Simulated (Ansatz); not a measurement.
Geometry optimisation, Ansatz, RKS PBE0-D4/6-31G*.

The input (input.yaml):

```yaml
crystal:
  periodic: [false, false, false]
  atoms:
    - { symbol: Si, position_ang: [0.0, 0.0, 0.0] }
    - { symbol: H, position_ang: [0.0, 0.0, 1.81] }
    - { symbol: H, position_ang: [1.3768, 0.0, -0.4862] }
    - { symbol: H, position_ang: [-0.6877, 1.1914, -0.4862] }
    - { symbol: O, position_ang: [-0.7913, -1.3709, -0.5594] }
    - { symbol: H, position_ang: [-1.2459, -1.8365, 0.2129] }
    - { symbol: O, position_ang: [1.0334, -1.5693, 0.6243] }
    - { symbol: H, position_ang: [0.4671, -2.4013, 0.5398] }
    - { symbol: H, position_ang: [0.5283, -0.8022, 1.7351] }
basis:
  gaussian: { orbitals: "6-31G*" }
hamiltonian:
  xc: pbe0
  dispersion: d4
relax:
  f_tol: 0.15
  max_steps: 25
  restrain:
    - { distance: [0, 6], at: 2.88, k: 30.0 }
    - { distance: [8, 1], at: 1.86, k: 30.0 }
    - { distance: [0, 1], at: 1.46, k: 30.0 }
    - { distance: [8, 6], at: 1.01, k: 30.0 }
```

Launched with:

```bash
$ ansatz run input.yaml --threads 1 --pin off --max-ram 2048MiB --backend cpu --events-out ev --progress --plain --runs-dir out
```

**Question.** Where does it end, and by what steps?

**Answer.** It converged. The restraints hold the end off the free minimum. After 15 steps the energy has fallen by 3.951 eV (the restraints' own energy left out); H6 moved furthest, 1.06 Å. Parted: Si1–O7 (1.98 → 2.88 Å). Joined: O7–H9 (1.44 → 0.98 Å).

```json
{"step": "0", "energy less start (eV)": "0.0000", "largest force component (eV/Å)": "3.906", "accepted": "yes"}
{"step": "1", "energy less start (eV)": "-1.1555", "largest force component (eV/Å)": "4.215", "accepted": "yes"}
{"step": "2", "energy less start (eV)": "-2.2724", "largest force component (eV/Å)": "4.442", "accepted": "yes"}
{"step": "3", "energy less start (eV)": "-3.1126", "largest force component (eV/Å)": "3.528", "accepted": "yes"}
{"step": "4", "energy less start (eV)": "-3.5773", "largest force component (eV/Å)": "1.618", "accepted": "yes"}
{"step": "5", "energy less start (eV)": "-3.7090", "largest force component (eV/Å)": "1.424", "accepted": "yes"}
{"step": "6", "energy less start (eV)": "-3.8428", "largest force component (eV/Å)": "0.807", "accepted": "yes"}
{"step": "7", "energy less start (eV)": "-3.8833", "largest force component (eV/Å)": "0.731", "accepted": "yes"}
{"step": "8", "energy less start (eV)": "-3.9088", "largest force component (eV/Å)": "0.704", "accepted": "yes"}
{"step": "9", "energy less start (eV)": "-3.8797", "largest force component (eV/Å)": "2.078", "accepted": "no"}
{"step": "10", "energy less start (eV)": "-3.9220", "largest force component (eV/Å)": "0.732", "accepted": "yes"}
{"step": "11", "energy less start (eV)": "-3.9283", "largest force component (eV/Å)": "0.761", "accepted": "yes"}
{"step": "12", "energy less start (eV)": "-3.9428", "largest force component (eV/Å)": "0.752", "accepted": "yes"}
{"step": "13", "energy less start (eV)": "-3.8866", "largest force component (eV/Å)": "1.973", "accepted": "no"}
{"step": "14", "energy less start (eV)": "-3.9436", "largest force component (eV/Å)": "0.808", "accepted": "yes"}
{"step": "15", "energy less start (eV)": "-3.9507", "largest force component (eV/Å)": "0.777", "accepted": "yes"}
```

```xyz
9
Properties=species:S:1:pos:R:3
Si -0.090 0.105 0.011
H 0.194 0.249 1.449
H 1.150 0.293 -0.777
H -1.077 1.163 -0.363
O -0.807 -1.379 -0.294
H -1.725 -1.329 -0.591
O 1.409 -2.015 1.256
H 0.675 -2.471 0.820
H 0.952 -1.406 1.880
```

Run time: 35 s on 1 thread of Arm Neoverse V2 (shared host), peak memory 0.11 GiB.
